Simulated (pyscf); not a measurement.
Single points on ωB97X-D3(BJ)/def2-SVP structures (PySCF, gas phase). Correlated levels are frozen-core, on RHF or UHF. ΔMP2 is the change of the MP2 total energy from the triple- to the quadruple-zeta basis.

Q: For the elementary gas-phase step H₂N–B(Cl)–Cl (SMILES NB(Cl)Cl) + HF (SMILES F) → NH₃ (SMILES N) + F–B(Cl)–Cl (SMILES FB(Cl)Cl) (singlet surface; B–N, F–H broken, H–N, B–F formed), what barrier and reaction energy does CCSD(T)/def2-TZVPP + ΔMP2(QZVPP) give, measured from the separated reactants?

A: ΔE‡ = 65.6 kJ/mol, ΔE = -6.6 kJ/mol. Zero-point energy shifts the barrier by +2.3 kJ/mol. It is a four-centre exchange, with an imaginary mode of 767i cm⁻¹. On the product side the descent ends in an adduct with a B–N contact, 104.1 kJ/mol under the separated species and 167.1 kJ/mol under the saddle at ωB97X-D3(BJ)/def2-TZVP. What is counted as broken (B–N) persists as a longer contact in the product adduct; parting that adduct is a step of its own. At ωB97X-D3(BJ) the barrier from the zero used here is 52.8 kJ/mol. One saddle was located; it need not be the lowest between these sides. The CCSD(T) − MP2 part came from Ansatz, without density fitting, on the same reference.
